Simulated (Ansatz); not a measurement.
# BH2O radical (SMILES [BH]O): functionals against CCSD(T) at one geometry

The task here is to estimate one member of a computed series from the others.

Method: single points in def2-TZVPP; program: Ansatz 0.2.0, Gaussian basis.

Cores are frozen in the correlated methods. Orbitals are unrestricted.

**Where the work starts**

SMILES `[BH]O`, 4 atoms, charge 0, spin multiplicity 2.

Atoms are counted from 1 here; the program's logs count them from 0.

Bond lengths: B1–O2 1.330 Å, B1–H3 1.189 Å, O2–H4 0.969 Å. Angles: O2–B1–H3 115.0°, B1–O2–H4 120.4°.

As a file:

```xyz
4

B    -0.02120   -0.46200    0.48080
O     0.14830    0.46840   -0.45470
H    -1.06310   -1.03320    0.43880
H     0.97990    0.96260   -0.51010
```

Set-up of the first run:

The input, run/in.yaml:

```yaml
crystal:
  periodic: [false, false, false]
  atoms:
    - {symbol: B, position_ang: [-0.021200, -0.462000, 0.480800]}
    - {symbol: O, position_ang: [0.148300, 0.468400, -0.454700]}
    - {symbol: H, position_ang: [-1.063100, -1.033200, 0.438800]}
    - {symbol: H, position_ang: [0.979900, 0.962600, -0.510100]}
basis:
  gaussian: {orbitals: def2-TZVPP}
magnetization: {spin_polarized: true, initial_magnetization: 1}
correlation: {method: ccsd_t}
scf: {omitted_lower_state_checks: [cluster_reference]}
output: {forces: true}
```

The command line of these runs was not kept.

Steps of the session up to this table: CCSD(T)/def2-TZVPP; PBE0-D4/def2-TZVPP; wB97M-V/def2-TZVPP; r2SCAN-D4/def2-TZVPP; PBE-D4/def2-TZVPP; BHLYP-D4/def2-TZVPP; wB97X-V/def2-TZVPP.

One table of the session follows, with a row left open; its other results are not shown here.

| method | RMS force component (eV/Å) | angle to CCSD(T) forces (°) | dipole (D) |
| --- | --- | --- | --- |
| CCSD(T) | 0.402 | reference | 1.54 |
| PBE0-D4 | 0.328 | 31.7 | 1.55 |
| wB97M-V | 0.311 | 26.4 | 1.57 |
| r2SCAN-D4 | 0.308 | 15.4 | 1.60 |
| PBE-D4 | 0.288 | 36.4 | 1.62 |
| BHLYP-D4 | ? | ? | ? |
| wB97X-V | 0.352 | 16.0 | 1.53 |

Q: Estimate the row for BHLYP-D4 from the others.

The run gave: RMS force component (eV/Å): 0.486; angle to CCSD(T) forces (°): 48.2; dipole (D): 1.50. In the column «RMS force component (eV/Å)» it is the highest.
